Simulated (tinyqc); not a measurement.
The basis set: RHF and MP2 along a ladder of basis sets, for H3O+, spin multiplicity 1. Computed by the program tinyqc with PySCF. Command: `OMP_NUM_THREADS=1 python tinyqc.py 113271 113272 out.jsonl`; one thread of a shared host (Intel(R) Xeon(R) Processor @ 2.60GHz), about 3 s.

Geometry (angstrom):
```
atom        x        y       z
O      0.0000   0.0000  0.0850
H      0.9400   0.0000  0.0000
H     -0.4700   0.8140  0.0000
H     -0.4700  -0.8140  0.0000
```

Same geometry throughout; the dipole is taken about the origin.

RHF and frozen-core MP2 in a ladder of bases:
```
basis        functions  E(RHF) (hartree)  E(MP2 corr) (hartree)  HOMO (eV)  LUMO (eV)  dipole (debye)
sto-3g               8        -75.322839              -0.042282   -24.8177     3.2004          0.2854
3-21g               15        -75.886998              -0.123442   -25.6542    -1.8944          0.3590
6-31g               15        -76.274535              -0.124375   -25.7289    -2.8282          0.3694
6-31g**             29        -76.308207              -0.190806   -25.6404    -2.7211          0.2319
cc-pvdz             29        -76.308457              -0.199136   -25.6376    -3.1549          0.2021
aug-cc-pvdz         50        -76.316201              -0.207888   -25.6603    -4.5305          0.1803
cc-pvtz             72        -76.338166              -0.253147   -25.6957    -3.7323          0.1843
```

From cc-pVDZ to cc-pVTZ the RHF energy falls by 29.7 mhartree and the correlation energy by 54.0. If valence correlation converges as X^-3, (27 E(T) - 8 E(D))/19 gives -0.2759 hartree, a rough estimate from such small X that usually falls short; STO-3G holds about 15 % of it. Beyond STO-3G the LUMO moves by 2.6 eV and the HOMO by 0.1 eV.
